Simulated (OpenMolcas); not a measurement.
# RI-MP2/def2-TZVPP (RICD fitting, fitting threshold 1e-06) run of BH3 (borane)

What is the energy change on altering one bond length of BH3 (borane) at RI-MP2/def2-TZVPP (RICD fitting, fitting threshold 1e-06)? 

The results are computed with OpenMolcas 26.06.

**1. Starting point**

The species is BH3 (4 atoms), meant as a singlet with charge 0. SMILES: `B`. The coordinates come from a PBE0-D4/def2-TZVP relaxation.

Bond lengths: B1–H2 1.193 Å, B1–H3 1.193 Å, B1–H4 1.193 Å. Angles: H2–B1–H3 120.0°, H2–B1–H4 120.0°, H3–B1–H4 120.0°.

**2. A single-point energy at RI-MP2/def2-TZVPP (RICD fitting, fitting threshold 1e-06)**

The input, job.inp:

```
&gateway
  baslib=$CurrDir
  coord
  4
  bohr
  B      0.02626719    -0.02853486    -0.00963760
  H      1.85608900     0.72130846     1.07487622
  H     -0.52194236    -2.21438107     0.08125822
  H     -1.25553404     1.40765699    -1.18466931
  basis=def2-TZVPP
  group=NoSym
  ricd
  cdthreshold=1e-06

&seward

&scf
  prorbitals=0

&mbpt2
  frozen=1
```

The basis set def2-TZVPP is read from a file made from the Basis Set Exchange's data (not shown).

Started as:

```
export MOLCAS_MEM=1860
pymolcas job.inp > job.log
```

Output:

```text
--- Start Module: gateway ---
[...]
--- Stop Module: gateway /rc=_RC_ALL_IS_WELL_ ---
[...]
      Basis functions           73
[...]
--- Start Module: scf ---
[...]
       Convergence after   8 Iterations
[...]
::    Total SCF energy                                -26.4006503822
[...]
      Total spin, S                                     0.0000000000
[...]
      Total electronic charge=    8.000000
      Total            charge=   -0.000000
[...]
      Dipole Moment (debye):
      Origin of the operator (angstrom)=    0.0139   -0.0151   -0.0051
                   X=  6.7183E-05               Y= -3.5777E-05               Z= -1.7635E-04           Total=  1.9207E-04
      Quadrupole Moment (debye*angstrom):
[...]
--- Stop Module: scf /rc=_RC_ALL_IS_WELL_ ---
--- Start Module: mbpt2 ---
[...]
WARNING!
Default frozen orbitals as non valence orbitals is overwritten by user input.
Default values:   1
[...]
       Reference weight ( Cref**2 )         =        0.96165
::    Total MBPT2 energy                              -26.5139346518
[...]
--- Stop Module: mbpt2 /rc=_RC_ALL_IS_WELL_ ---
[...]
```

Run time: 2.2 s. Hardware: 1 thread of Arm Neoverse V1, shared host; peak memory 0.093 GiB.

**3. The distorted shape, same level**

The input, job.inp:

```
&GATEWAY
 BasLib=$CurrDir
 Coord
 4
 bohr
 B      1.30806464    -1.46472294     1.16539221
 H      3.13788645    -0.71487961     2.24990603
 H      0.75985510    -3.65056915     1.25628804
 H     -1.25553404     1.40765699    -1.18466931
 Basis=def2-TZVPP
 Group=NoSym
 RICD
 CDThreshold=1e-06

&SEWARD

&SCF
 PrOrbitals=0

&MBPT2
 Frozen=1
```

The basis set def2-TZVPP is read from a file made from the Basis Set Exchange's data (not shown).

Started as:

```
export MOLCAS_MEM=1860
pymolcas job.inp > job.log
```

Output:

```text
--- Start Module: gateway ---
[...]
--- Stop Module: gateway /rc=_RC_ALL_IS_WELL_ ---
[...]
      Basis functions           73
[...]
--- Start Module: scf ---
[...]
       Convergence after  10 Iterations
[...]
::    Total SCF energy                                -26.2408164877
[...]
      Total spin, S                                     0.0000000000
[...]
      Total electronic charge=    8.000000
      Total            charge=   -0.000000
[...]
      Dipole Moment (debye):
      Origin of the operator (angstrom)=    0.6435   -0.7205    0.5721
                   X=  1.5041E+00               Y= -1.6852E+00               Z=  1.3787E+00           Total=  2.6463E+00
      Quadrupole Moment (debye*angstrom):
[...]
--- Stop Module: scf /rc=_RC_ALL_IS_WELL_ ---
--- Start Module: mbpt2 ---
[...]
WARNING!
Default frozen orbitals as non valence orbitals is overwritten by user input.
Default values:   1
[...]
       Reference weight ( Cref**2 )         =        0.93997
::    Total MBPT2 energy                              -26.3612436622
[...]
--- Stop Module: mbpt2 /rc=_RC_ALL_IS_WELL_ ---
[...]
```

It took 2.3 s on 1 thread of Arm Neoverse V1, shared host; peak memory 0.093 GiB.

**4. Results**

At RI-MP2/def2-TZVPP (RICD fitting, fitting threshold 1e-06), 1 core orbital frozen:

```
                                                         quantity         value
                                        first shape: total energy  -26.51393 Eh
                  first shape: dipole moment (mean-field density)        0.00 D
                 first shape: HOMO energy (Hartree–Fock orbitals)     -13.55 eV
                 first shape: LUMO energy (Hartree–Fock orbitals)       1.47 eV
               first shape: HOMO–LUMO gap (Hartree–Fock orbitals)      15.01 eV
          first shape: correlation energy (1 core orbital frozen)    -113.3 mEh
                                    distorted shape: total energy  -26.36124 Eh
              distorted shape: dipole moment (mean-field density)        2.65 D
             distorted shape: HOMO energy (Hartree–Fock orbitals)      -9.27 eV
             distorted shape: LUMO energy (Hartree–Fock orbitals)       0.74 eV
           distorted shape: HOMO–LUMO gap (Hartree–Fock orbitals)      10.01 eV
      distorted shape: correlation energy (1 core orbital frozen)    -120.4 mEh
energy change with the B1–H4 bond stretched from 1.193 to 2.387 Å      4.155 eV
```

In words: One bond (distorted shape) is far stretched, which a spin-restricted single reference describes badly; perturbation theory on it can break down and give far too much correlation. With the B1–H4 bond stretched from 1.193 to 2.387 Å the energy rises by 4.15 eV (401 kJ/mol). The first shape isn't relaxed at this level, so the change isn't measured from a minimum. A restricted reference can't describe the breaking bond well at this length. Mulliken charges (distorted shape) of the mean-field density run from -0.16 on H4 to +0.09 on B1; they depend strongly on the basis.
